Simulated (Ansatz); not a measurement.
The cluster Si2C. The state is a triplet with charge 0. Geometry PBE0-D4/def2-TZVP; atoms count from 1.

Cartesian coordinates in Å:
```
Si 0.698 0.011 1.621
Si -0.700 -0.010 -1.621
C 0.001 -0.001 0.000
```

At PBE0-D4/def2-TZVP a singlet of charge 0 lies 2.16 eV below the triplet, each at its own geometry. The structure comes from a short search, and lower isomers may exist.

Estimate the Mulliken populations from the PBE0/def2-TZVP orbitals of Ansatz.


| atom | charge (e) | spin (α − β) |
| --- | --- | --- |
| Si1 | 0.11 | 0.68 |
| Si2 | 0.11 | 0.68 |
| C3 | -0.22 | 0.64 |
Mulliken values and Mayer orders depend strongly on the basis.

Where does the spin sit?

Summed by element: Si 1.36, C 0.64, of 2 unpaired in all. Largest on single atoms: Si2 0.68, Si1 0.68, C3 0.64.

And the Mayer bond orders between bonded heavy atoms (over 0.3)?

Si1–C3 1.52 (1.77 Å); Si2–C3 1.52 (1.77 Å). Values over 0.3 also appear between atoms too far apart for a bond (Si1–Si2 0.41 at 3.53 Å); they arise where an orbital or an unpaired electron spreads over both atoms.
